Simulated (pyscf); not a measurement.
This saddle point was located with ωB97X-D3(BJ)/def2-SVP in PySCF.

```xyz
13

C     -1.7479     1.1964     0.9331
Ga     0.0603    -0.0083     0.5312
C     -0.0829    -0.7620    -1.2669
H     -2.1955     0.1908     1.0671
H     -1.9809     1.7300     1.8686
H     -2.2960     1.6579     0.0971
H      0.5084    -0.6809     1.8729
H     -0.4757    -0.0072    -1.9653
H      0.9044    -1.0871    -1.6323
H     -0.7522    -1.6368    -1.2861
O      0.7431     1.8613     0.4471
H     -0.4558     1.7650     0.7402
H      1.2713     2.1532     1.2011
```

Surface: singlet, charge 0. Lowest wavenumbers (cm⁻¹): 1435i, 65, 86, 144, 154.

**Question.** Name the species on either side of this saddle.

**Answer.** H₃C–GaH–CH₃ + water (H₂O) ⇌ methane (CH₄) + H₃C–GaH–OH, a four-centre exchange read from left to right: C–Ga, H–O broken and C–H, Ga–O formed. At ωB97M-D3(BJ)/def2-TZVP it lies +43.8 kJ/mol from the left side and +138.1 kJ/mol from the right (each side as separated species at their lowest minima found). On the reactant side the descent ends in an adduct with a Ga–O contact, 58.2 kJ/mol under the separated species and 98.5 kJ/mol under the saddle at ωB97X-D3(BJ)/def2-TZVP. What is counted as formed (Ga–O) is already present as a longer contact in the reactant adduct; forming that adduct is a step of its own. This is the saddle that the search found; another between the same sides may lie lower. Elements up to Kr have no core potential and no relativistic terms here.
